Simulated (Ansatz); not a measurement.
**SiPH (singlet): the correlation ladder at scale of all distances = 1.099, 6-31G**

How much of the correlation energy of SiPH (singlet) does each wave-function method recover here?

Program: Ansatz 0.2.0, Gaussian basis. Level of theory: 6-31G, core rule «outside noble gas», up to 10 orbitals frozen. These are calculated values, not measurements.

To be run: UHF; CCSD(T) on RHF; CCSD(T) on UHF; BCCD(T) on RHF; CISD; CCSDT(Q) on RHF; CCSDT(Q) on UHF; CISDTQ; CCSDTQ on RHF; CASSCF and MRCISD+Q, 2 electrons in 2 orbitals; CASSCF and NEVPT2, 2 electrons in 2 orbitals; CASSCF and MRCISD+Q, 10 electrons in 9 orbitals; CASSCF and NEVPT2, 10 electrons in 9 orbitals; Full CI.

19 further runs of the same task are left out: 1 for a known fault of the program, 16 that didn't finish, 2 set aside as unsound or not needed.

### Step 1. What is computed

The geometry derives from a PBE0/def2-TZVP stationary point (not a proven minimum). All distances are scaled together.

3 atoms, charge 0, spin multiplicity 1.

Atoms are counted from 1 here; the program's logs count them from 0.

Bond lengths: Si1–P2 2.137 Å, Si1–H3 1.630 Å. Angles: P2–Si1–H3 180.0°.

### Step 2. UHF

File in.yaml:

```yaml
crystal:
  periodic: [false, false, false]
  atoms:
    - {symbol: Si, position_ang: [0.000000, 0.000000, 0.169026]}
    - {symbol: P, position_ang: [0.000000, 0.000000, -1.967869]}
    - {symbol: H, position_ang: [0.000000, 0.000000, 1.798843]}
basis:
  gaussian: {orbitals: 6-31G}
magnetization: {spin_polarized: true, initial_magnetization: 0}
hamiltonian: {xc: hf}
output: {orbitals: {seedname: orbitals}}
```

The run is started by

```console
$ ansatz run in.yaml --threads 1 --pin off --events-out ev --progress --plain --max-ram 2393MiB
```

Further steps of the session: CCSD(T) on RHF; CCSD(T) on UHF; BCCD(T) on RHF; CISD; CCSDT(Q) on RHF; CCSDT(Q) on UHF; CISDTQ; CCSDTQ on RHF; CASSCF and MRCISD+Q, 2 electrons in 2 orbitals; CASSCF and NEVPT2, 2 electrons in 2 orbitals; CASSCF and MRCISD+Q, 10 electrons in 9 orbitals; CASSCF and NEVPT2, 10 electrons in 9 orbitals; Full CI.

**Question.** What will the summary of the whole plan be? Wanted: FCI below the RHF energy; RMP2 from FCI; UMP2 from FCI; RCCSD from FCI; RCCSD(T) from FCI; UCCSD(T) from FCI; RCCSDT(Q) from FCI; UCCSDT(Q) from FCI; NEVPT2 pair from FCI.

The runs gave:

| quantity | value |
| --- | --- |
| FCI below the RHF energy | -4.5720 eV |
| RMP2 from FCI | +528.6 meV |
| UMP2 from FCI | +1700.8 meV |
| RCCSD from FCI | +261.3 meV |
| RCCSD(T) from FCI | +72.9 meV |
| UCCSD(T) from FCI | +151.2 meV |
| RCCSDT(Q) from FCI | -0.7 meV |
| UCCSDT(Q) from FCI | +25.6 meV |
| NEVPT2 pair from FCI | +741.9 meV |
| MRCISD+Q pair from FCI | +107.2 meV |
| NEVPT2 valence from FCI | +257.4 meV |
| levels within 1 kcal/mol (43 meV) | RCCSDT(Q), UCCSDT(Q), RCCSDTQ, MRCISD valence, MRCISD+Q valence |
| T1 diagnostic | 0.031 |
| effectively unpaired electrons | 0.37 |

In words: RCCSD(T) misses by +72.9 meV, 1.6 % of the correlation energy. CCSD(T) misses by +72.9 meV on the restricted determinant and by +151.2 meV on the unrestricted one; the two need not hold the same state or core. The occupations show some static correlation. Of the multireference levels listed MRCISD+Q valence comes nearest in total energy (+5.2 meV), which doesn't show that its space is the better one. These misses are within one basis, not against nature.
